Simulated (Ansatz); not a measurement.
Ansatz (a program for electronic structure) input (B3LYP/6-31G*):

Ansatz 0.2 input:
```yaml
crystal:
  periodic: [false, false, false]
  atoms:
    - {symbol: O, position_ang: [0.41195109, 1.28727320, 0.29622639]}
    - {symbol: C, position_ang: [0.08279817, 0.14086609, 0.03309135]}
    - {symbol: N, position_ang: [0.99996284, -0.85173721, -0.18224756]}
    - {symbol: C, position_ang: [-1.37660837, -0.28113116, -0.07848208]}
    - {symbol: H, position_ang: [0.74119781, -1.80079219, -0.40056093]}
    - {symbol: H, position_ang: [-1.85722075, 0.32036838, -0.85604496]}
    - {symbol: H, position_ang: [-1.51709122, -1.34121901, -0.31159909]}
    - {symbol: H, position_ang: [-1.88010883, -0.05494208, 0.86624392]}
    - {symbol: H, position_ang: [1.98073561, -0.61784987, -0.11977274]}
basis:
  gaussian:
    orbitals: 6-31G*
hamiltonian:
  xc: {name: B3LYP}
phonons: {temperatures: {t_min: 298.15, t_max: 298.15, t_step: 100}}
```

**Question.** Which harmonic wavenumbers does it give?

**Answer.** -80, 28, 429, 523, 540, 677, 845, 994, 1070, 1131, 1360, 1427, 1503, 1519, 1646, 1812, 3066, 3141, 3143, 3597, 3727 cm⁻¹ (unscaled; negative means imaginary).
